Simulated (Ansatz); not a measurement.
# C3H3NO: the cost of one run

All numbers below are computed with Ansatz 0.2.0 (RKS PBE-D4/def2-SVP).

**1. The starting structure**

Bond lengths: C1–N2 1.440 Å, N2–C3 1.188 Å, C3–C4 1.210 Å, C4–O5 1.172 Å, C1–H6 1.137 Å, C1–H7 1.047 Å, C1–H8 1.114 Å. Angles: C1–N2–C3 116.1°, N2–C1–H6 110.9°, N2–C1–H7 112.6°, N2–C1–H8 108.6°, H6–C1–H7 109.7°, H6–C1–H8 104.2°, H7–C1–H8 110.6°, N2–C3–C4 172.9°, C3–C4–O5 170.8°.

As a file:

```xyz
8

C    -0.4321   -0.9475    0.7435
N     0.7204   -0.6046   -0.0487
C     0.6703    0.4346   -0.6215
C     0.7670    1.4997   -1.1883
O     0.6753    2.5170   -1.7632
H    -0.6425   -0.1457    1.5220
H    -0.3341   -1.8779    1.2137
H    -1.3321   -0.9328    0.0867
```

**2. Relaxing end A**

File input.yaml:

```yaml
crystal:
  periodic: [false, false, false]
  atoms:
    - { symbol: C, position_ang: [-0.4321, -0.9475, 0.7435] }
    - { symbol: "N", position_ang: [0.7204, -0.6046, -0.0487] }
    - { symbol: C, position_ang: [0.6703, 0.4346, -0.6215] }
    - { symbol: C, position_ang: [0.767, 1.4997, -1.1883] }
    - { symbol: O, position_ang: [0.6753, 2.517, -1.7632] }
    - { symbol: H, position_ang: [-0.6425, -0.1457, 1.522] }
    - { symbol: H, position_ang: [-0.3341, -1.8779, 1.2137] }
    - { symbol: H, position_ang: [-1.3321, -0.9328, 0.0867] }
basis:
  gaussian: { orbitals: def2-SVP }
hamiltonian:
  xc: pbe
  dispersion: d4
relax:
  f_tol: 0.02
  max_steps: 50
```

Run with:

```sh
$ ansatz run input.yaml --threads 2 --pin off --max-ram 3072MiB --backend cpu --events-out ev --progress --plain --runs-dir out
```

Q: Estimate wall time and peak memory on 2 threads of AMD EPYC 7R43 (Zen 3), shared host.

About 14 s, with a peak of 0.14 GiB.
